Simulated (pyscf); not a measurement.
A first-order saddle from PySCF, ωB97X-D3(BJ)/def2-SVP:

```xyz
8

O      1.0025    -0.3185    -0.2062
B     -0.3478    -0.1819     0.0048
F     -1.1075    -1.6817     0.0646
F     -1.1138     0.5710    -0.8041
H      1.2484    -0.1780    -1.1262
O     -0.7002    -0.1009     1.4665
H     -1.1107    -1.2048     1.1104
H      0.1052    -0.1351     2.0010
```
Charge 0, spin multiplicity 1.

Surface: singlet, charge 0. Lowest wavenumbers (cm⁻¹): 1030i, 282, 321, 392, 411.

Task: What reaction is this the transition state of?

Result: HO–B(F)–F + water (H₂O) ⇌ HO–B(OH)–F + hydrogen fluoride (HF), a four-centre exchange read from left to right: B–F, H–O broken and B–O, F–H formed. At CCSD(T)/def2-TZVPP + ΔMP2(QZVPP) it lies +0.94 eV from the left side and +0.80 eV from the right (each side as separated species at their lowest minima found). On the reactant side the descent ends in a complex, 0.24 eV under the separated species and 1.08 eV under the saddle at ωB97X-D3(BJ)/def2-TZVP. On the product side the descent ends in a complex, 0.23 eV under the separated species and 0.92 eV under the saddle at ωB97X-D3(BJ)/def2-TZVP. At ωB97X-D3(BJ)/def2-TZVP the barrier from the zero used here is 0.84 eV. The same reactants have a lower exit, to HO–B(F)–F + H₂O (barrier +0.54 eV at ωB97M-D3(BJ)/def2-TZVP, against +0.82 eV here). This is the saddle that the search found; another between the same sides may lie lower. The CCSD(T) − MP2 part came from Ansatz, without density fitting, on the same reference.
